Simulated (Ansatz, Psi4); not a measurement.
System: C2H4S, net charge 0, singlet state. SMILES: C1SC1
Coordinates optimised at B3LYP-D3(BJ)/def2-TZVP (Ansatz, a quantum-chemistry and plane-wave program):
```xyz
7

C      0.0060    -0.7464    -0.7914
S     -0.0041     0.0076     0.8672
C      0.0015     0.7325    -0.8043
H     -0.9035    -1.2637    -1.0683
H      0.9212    -1.2581    -1.0598
H      0.9136     1.2450    -1.0816
H     -0.9112     1.2394    -1.0901
```
Charge 0, spin multiplicity 1.

Wanted: size of the dipole moment, in D. Conventions: dispersion terms only where a functional's name holds one; no spin-orbit coupling; LANL2DZ with its own core potentials from Na on; non-relativistic; 6-31G* and kin with 6d, 5d where marked. Ab initio and DFT rows: single points at B3LYP-D3(BJ) geometries (Ansatz).

Measured values: NIST CCCBDB, as tabulated in the package chemicals; dipoles are vibrational averages. 

Value to compare with, the measured value: 1.85 D.

```json
[
 {"level": "SVWN5/6-31G*", "program": "Ansatz", "size of the dipole moment (D)": "2.11", "error": "0.26"},
 {"level": "BLYP/6-31G*", "program": "Ansatz", "size of the dipole moment (D)": "2.06", "error": "0.21"},
 {"level": "B3LYP/LANL2DZ", "program": "Ansatz", "size of the dipole moment (D)": "2.24", "error": "0.39"},
 {"level": "B3LYP/6-31G*", "program": "Ansatz", "size of the dipole moment (D)": "2.11", "error": "0.26"},
 {"level": "B3LYP/6-31+G*", "program": "Ansatz", "size of the dipole moment (D)": "2.14", "error": "0.29"},
 {"level": "B3LYP/6-31G**", "program": "Ansatz", "size of the dipole moment (D)": "2.11", "error": "0.26"},
 {"level": "wB97X-D/6-31G*", "program": "Psi4", "size of the dipole moment (D)": "2.18", "error": "0.33"}
]
```

Among the 7 habitual levels, B3LYP/LANL2DZ lies farthest from the measured value (0.39 D) and BLYP/6-31G* nearest (0.21); 7 of 7 lie above it, and their mean absolute error is 0.29 D, the median 0.26. One case shows no general order.

The levels are drawn from those run, B3LYP/6-31G* more often than the rest, none by its result; runs whose electronic state is in doubt are left out.
